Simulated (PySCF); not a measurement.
Bonds (- single, = double, # triple, : aromatic): S1=C2 1.613 Å, C2-C3 1.415 Å, C3=C4 1.326 Å, C4-C2 1.416 Å. C3 carries H5; C4 carries H6.

All values are calculated (PySCF 2.14.0 with density-fitted response routines): PBE0/pcSseg-2 with gauge-including orbitals, structure optimised with PBE0-D3(BJ)/def2-TZVP. Fast rotation and ring inversion assumed for equivalent nuclei, single conformer, non-relativistic, gas phase.

**Question.** List the cross peaks expected in HSQC, COSY and HMBC spectra.

**Answer.** 

HSQC (one-bond C–H):
```csv
δH,δC
9.29 (H5/H6),172.3 (C3/C4)
```

HMBC (two and three bonds, from the bond graph):
```csv
δH,δC
9.29 (H5/H6),"187.5 (C2), 172.3 (C3/C4)"
```

No COSY cross peaks are expected.

Shifts are taken against calculated references (same method and geometry level): TMS for $^{1}$H (31.52 ppm), $^{13}$C (186.03 ppm).

Shifts are as computed. Against solution values, carbons near 30 ppm lie about +3 ppm off and those near 130 ppm about +9 ppm. Of 1211 compounds with measured shifts, 218 miss one by over three times the rms of a fit or turn the order of signals round; such compounds aren't used in these exercises.
